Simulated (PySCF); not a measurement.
Species: 2(5H)-furanone, C4H4O2.
SMILES with atom numbers: `[O:1]=[C:2]1[CH:3]=[CH:4][CH2:5][O:6]1` (hydrogens: H7 on C3; H8 on C4; H9, H10 on C5)

Computed, not measured: PBE0-D3(BJ)/def2-TZVP geometry optimisation, gas phase (PySCF 2.14.0).

(1) What internal coordinates does the optimisation give?

Answers

(1) 
```
         bond  length (Å)
        O1=C2       1.193
        C2–C3       1.476
        C3=C4       1.327
        C4–C5       1.489
        C5–O6       1.414
        C2–O6       1.367
        C3–H7       1.079
        C4–H8       1.082
C5–H9, C5–H10       1.096
```

Bonds in one row agree within 0.01 Å and their mean is given. A selection of angles:
```
    angle  degrees
 O1–C2–C3    130.0
 O1–C2–O6    122.6
 C3–C2–O6    107.4
 C2–C3–C4    108.5
 C2–C3–H7    122.4
 C4–C3–H7    129.1
 C3–C4–C5    108.9
 C3–C4–H8    127.9
 C5–C4–H8    123.3
 C4–C5–O6    105.3
 C4–C5–H9    112.3
C4–C5–H10    112.6
 O6–C5–H9    109.2
H9–C5–H10    108.0
 C2–O6–C5    109.9
```

Torsions: O1–C2–C3–C4 180° (antiperiplanar); C2–C3–C4–C5 0° (synperiplanar); C3–C4–C5–O6 0° (synperiplanar); C4–C5–O6–C2 0° (synperiplanar); O1–C2–O6–C5 180° (antiperiplanar).

The C–O distances run from 1.193 Å (O1=C2, drawn double) to 1.414 Å (C5–O6, drawn single), a spread of 0.221 Å. The 3 C–C bonds span 1.327 Å (C3=C4, drawn double) to 1.489 Å (C4–C5, drawn single), a spread of 0.162 Å. O6 (ester single-bonded oxygen) is bent (angle 109.9°). The 5-membered ring C2–C3–C4–C5–O6 has internal angles of 105.3° to 109.9°; it is planar, 0.00 Å rms from its mean plane, widest ring torsion 0°. The 6 heavy atoms lie in one plane (0.002 Å rms).

Point group: Cs (every atom within 0.08 Å of its image). PBE0-D3(BJ)/def2-TZVP frequencies: not computed here.

Hardware: an Arm Neoverse V2 with one thread, no GPU, shared host with 96 logical CPUs at a one-minute load of 11. Cost: 95 s of wall time, 0.95 GiB resident at most. That covers the optimisation of the geometry.
